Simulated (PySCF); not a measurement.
Molecule: pyrrole, C₄H₅N, net charge 0, singlet state. SMILES: c1cc[nH]c1
Geometry from a B3LYP-D3(BJ)/def2-TZVP (Ansatz) optimisation:
```xyz
10

H      0.0211    -0.0014     2.1219
N      0.0111    -0.0008     1.1183
C      0.0095     1.1219     0.3315
C     -0.0029    -1.1224     0.3301
C     -0.0058     0.7114    -0.9796
C     -0.0137    -0.7101    -0.9804
H      0.0192     2.1075     0.7635
H     -0.0040    -2.1085     0.7609
H     -0.0109     1.3576    -1.8413
H     -0.0258    -1.3551    -1.8429
```

Dispersion corrections to the total energy (kcal/mol) from the dftd3 and dftd4 libraries through PySCF: D3(BJ) without and D4 with the three-body term, each with the damping fitted for the functional named.

| functional | D3(BJ) | D4 |
|---|---|---|
| B2GP-PLYP | -2.73 | -1.92 |
| TPSSh | … | -5.81 |
| r2SCAN | -1.27 | … |
| PBE | … | -4.73 |
| BP86 | -7.27 | -6.08 |
| BLYP | -10.16 | -10.87 |
| B3LYP | -8.24 | -7.62 |

### Question
Complete the blanks.

### Answer

- TPSSh, D3(BJ): -5.41
- r2SCAN, D4: -1.13
- PBE, D3(BJ): -4.81
